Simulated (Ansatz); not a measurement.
# CH₄F₂N₂: up Jacob's ladder to CCSD(T)

How much do the methods differ for CH₄F₂N₂? The plan is to run it at one geometry with functionals of several rungs and with coupled cluster, and see how far each lands from CCSD(T) at the basis-set limit for the atomisation energy.

Computed with Ansatz 0.2.0, Gaussian basis. Level: functionals in def2-TZVPP, the program's frozen cores in correlated methods.

Levels to be run: LDA (SPW92), PBE-D4, revPBE-D4, BLYP-D4, r2SCAN-D4, B97M-V, PBE0-D4, B3LYP-D4, r2SCANh-D4, r2SCAN0-D4, HSE06-D4, BHLYP-D4, CAM-B3LYP-D4, LC-ωPBE, ωB97X-V, ωB97M-V, B2PLYP, PBE-QIDH; CCSD(T)/def2-SVP; CCSD(T)/def2-TZVPP; MP2/def2-QZVPP; extrapolation to the limit; RPA on PBE.

### Step 1. The relaxed structure

An earlier PBE0-D4 in a triple-zeta def2 set relaxation fixed the geometry.

SMILES `NC(N)(F)F`, 9 atoms, charge 0, spin multiplicity 1.

Atoms are counted from 1 here; the program's logs count them from 0.

Bond lengths: N1–C2 1.402 Å, N1–H6 1.010 Å, N1–H7 1.010 Å, C2–N3 1.402 Å, C2–F4 1.376 Å, C2–F5 1.376 Å, N3–H8 1.010 Å, N3–H9 1.010 Å. Angles: C2–N1–H6 110.6°, C2–N1–H7 111.1°, H6–N1–H7 110.9°, N1–C2–N3 111.1°, N1–C2–F4 114.1°, N1–C2–F5 107.1°, N3–C2–F4 107.1°, N3–C2–F5 114.1°, F4–C2–F5 103.3°, C2–N3–H8 110.6°, C2–N3–H9 111.1°, H8–N3–H9 110.9°.

### Step 2. LDA

This LDA is Slater exchange with PW92 correlation.

Contents of in.yaml:

```yaml
crystal:
  periodic: [false, false, false]
  atoms:
    - {symbol: N, position_ang: [-0.593079, 0.953141, -0.505218]}
    - {symbol: C, position_ang: [0.288370, -0.089951, -0.189468]}
    - {symbol: N, position_ang: [-0.106176, -0.744525, 0.985520]}
    - {symbol: F, position_ang: [0.397782, -1.048529, -1.170169]}
    - {symbol: F, position_ang: [1.552258, 0.450474, -0.133526]}
    - {symbol: H, position_ang: [-1.531722, 0.601157, -0.627810]}
    - {symbol: H, position_ang: [-0.285186, 1.454433, -1.326792]}
    - {symbol: H, position_ang: [-0.136094, -0.097582, 1.760477]}
    - {symbol: H, position_ang: [0.502347, -1.524918, 1.189887]}
basis:
  gaussian: {orbitals: def2-TZVPP}
hamiltonian: {xc: lda}
output: {orbitals: {seedname: orbitals}}
```

Run with:

```console
$ ansatz run in.yaml --threads 2 --pin off --events-out ev --progress --plain --max-ram 4352MiB
```

Further steps of the session: PBE-D4 (GGA); revPBE-D4 (GGA); BLYP-D4 (GGA); r2SCAN-D4 (meta-GGA); B97M-V (meta-GGA); B3LYP-D4 (hybrid); r2SCANh-D4 (hybrid); r2SCAN0-D4 (hybrid); HSE06-D4 (hybrid); BHLYP-D4 (hybrid); CAM-B3LYP-D4 (range-separated); LC-ωPBE (range-separated); ωB97X-V (range-separated); ωB97M-V (range-separated); B2PLYP (double hybrid); PBE-QIDH (double hybrid); CCSD(T) in def2-SVP; CCSD(T) in def2-TZVPP; MP2 in def2-QZVPP; RPA on PBE orbitals.

**Question.** What will the summary of the whole plan be? Wanted: atomisation energy, CCSD(T)/CBS; farthest beyond LDA; mean size of error, GGA; mean size of error, meta-GGA; mean size of error, hybrid; mean size of error, range-separated; mean size of error, double hybrid; gap, smallest and largest; T1 diagnostic.

As calculated:

| quantity | value |
| --- | --- |
| atomisation energy, CCSD(T)/CBS | 3334.6 kJ/mol |
| functionals within 16.7 kJ/mol (0.5 %) | revPBE-D4, r2SCAN-D4, B97M-V, B3LYP-D4 |
| farthest beyond LDA | BHLYP-D4 (-156.1 kJ/mol) |
| mean size of error, GGA | 64.2 kJ/mol |
| mean size of error, meta-GGA | 2.0 kJ/mol |
| mean size of error, hybrid | 55.1 kJ/mol |
| mean size of error, range-separated | 29.6 kJ/mol |
| mean size of error, double hybrid | 35.1 kJ/mol |
| gap, smallest and largest | 6.61 eV (BLYP-D4), 14.24 eV (LC-ωPBE) |
| T1 diagnostic | 0.0108 |
| triples share of the correlation energy | 3.4 % |

What this shows: The LDA atomisation energy is off by 658.9 kJ/mol (20 %): it overbinds. PBE-D4 misses by +136.7 kJ/mol. Double hybrids carry the basis error of their MP2 part in triple zeta, and no dispersion term here, so their miss is partly the set-up's. By mean error the best rung here is meta-GGA (2.0 kJ/mol) and the worst beyond LDA is GGA (64.2 kJ/mol). The reference freezes the cores and leaves out relativity and excitations past (T), so misses under about 16.7 kJ/mol can't be ranked. Hartree-Fock recovers 65 % of the binding; the rest is correlation. CCSD(T) in def2-SVP is off by -216.0 kJ/mol, more than most functionals: a good method in a small basis is no reference. The gap grows from 6.6 to 14.2 eV across the functionals, mostly with the share of exact exchange.
